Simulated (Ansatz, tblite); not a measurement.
# InH2F: a ladder of methods and basis sets

Aim: run the singlet of InH2F at one geometry on many levels, and compare frontier levels, spin and run time.

The runs use Ansatz 0.2.0, Gaussian basis; as each input shows.

The runs, in order: GFN1-xTB, GFN2-xTB, PBE-D4/def2-TZVP, r2SCAN-D4/def2-TZVP, B2PLYP/def2-TZVP, ωB97M-V/def2-TZVP, revPBE-D4/def2-TZVP, HF/def2-TZVP, r2SCAN0-D4/def2-TZVP, BLYP-D4/def2-TZVP, LDA/def2-TZVP, PBE-D4/def2-SVP, PBE0-D4/def2-SVP, CCSD(T)/def2-TZVPP, MP2/def2-TZVP, RPA/def2-TZVP.

1 further run of the same task is left out (set aside as unsound or not needed). Runs told in other sessions of the task aren't counted.

## 1. The geometry

The geometry is that of the singlet, from an earlier relaxation (PBE0-D4/def2-TZVP).

4 atoms, charge 0, spin multiplicity 1.

Bond lengths: In1–H2 1.702 Å, In1–H3 1.702 Å, In1–F4 1.961 Å. Angles: H2–In1–H3 139.1°, H2–In1–F4 110.4°, H3–In1–F4 110.4°.

In takes a core potential in the def2 sets. No spin-orbit coupling is included.

PBE0-D4/def2-TZVP was run before; its log isn't repeated, and its numbers join the tables.

## 2. GFN1-xTB

Tight binding, by tblite at 300 K electronic temperature and without a spin-polarisation term:

```python
tblite.interface.Calculator('GFN1-xTB', numbers, positions, charge=0, uhf=0).singlepoint()
```

Energy -211.2477 eV, HOMO -11.53 eV, LUMO -5.40 eV; 0.002 s.

## 3. GFN2-xTB

Tight binding, by tblite at 300 K electronic temperature and without a spin-polarisation term:

```python
tblite.interface.Calculator('GFN2-xTB', numbers, positions, charge=0, uhf=0).singlepoint()
```

Energy -189.8924 eV, HOMO -12.07 eV, LUMO -7.92 eV; 0.001 s.

## 4. PBE-D4/def2-TZVP

start.molden holds the orbitals of an earlier run on this state, given as this run's starting guess.

File in.yaml:

```yaml
crystal:
  periodic: [false, false, false]
  atoms:
    - {symbol: In, position_ang: [0.099158, 0.165605, -0.000590]}
    - {symbol: H, position_ang: [1.773175, -0.143805, 0.014396]}
    - {symbol: H, position_ang: [-0.964115, 1.495020, -0.019198]}
    - {symbol: F, position_ang: [-0.908218, -1.516829, 0.005383]}
basis:
  gaussian: {orbitals: def2-TZVP, initial_orbitals: start.molden}
hamiltonian: {xc: pbe, dispersion: d4}
scf: {omitted_lower_state_checks: [starts]}
output: {orbitals: {seedname: orbitals}}
```

Launch:

```console
$ ansatz run in.yaml --threads 4 --pin off --events-out ev --progress --plain --max-ram 3916MiB
```

After this run come: r2SCAN-D4/def2-TZVP; B2PLYP/def2-TZVP; ωB97M-V/def2-TZVP; revPBE-D4/def2-TZVP; HF/def2-TZVP; r2SCAN0-D4/def2-TZVP; BLYP-D4/def2-TZVP; LDA/def2-TZVP; PBE-D4/def2-SVP; PBE0-D4/def2-SVP; CCSD(T)/def2-TZVPP; MP2/def2-TZVP; RPA/def2-TZVP.

Q: Predict the results of all the runs planned. Wanted: gap in def2-TZVP, named functionals and Hartree-Fock, smallest and largest; correlation energy, CCSD(T)/def2-TZVPP; correlation energy, MP2/def2-TZVP; binding an atom, CCSD(T)/def2-TZVPP; PBE0 total energy, smallest basis above largest.

The runs gave:

```
                                                                  quantity                          value
gap in def2-TZVP, named functionals and Hartree-Fock, smallest and largest   4.62 eV (LDA), 12.36 eV (HF)
                                    correlation energy, CCSD(T)/def2-TZVPP                      -15.42 eV
                                         correlation energy, MP2/def2-TZVP                      -14.68 eV
                                       binding an atom, CCSD(T)/def2-TZVPP                       2.344 eV
                           PBE0 total energy, smallest basis above largest  3.83 eV (def2-SVP, def2-TZVP)
```

**Reading.** Orbital gaps of the named functionals and Hartree-Fock in def2-TZVP span 4.62 eV (LDA) to 12.36 eV (HF); exact exchange widens it. The functionals in def2-TZVP miss CCSD(T)/def2-TZVPP by -0.042 (revPBE-D4) to +0.403 eV (LDA) an atom. CCSD(T)/def2-TZVPP isn't at the basis-set limit; small misses against it rank nothing.
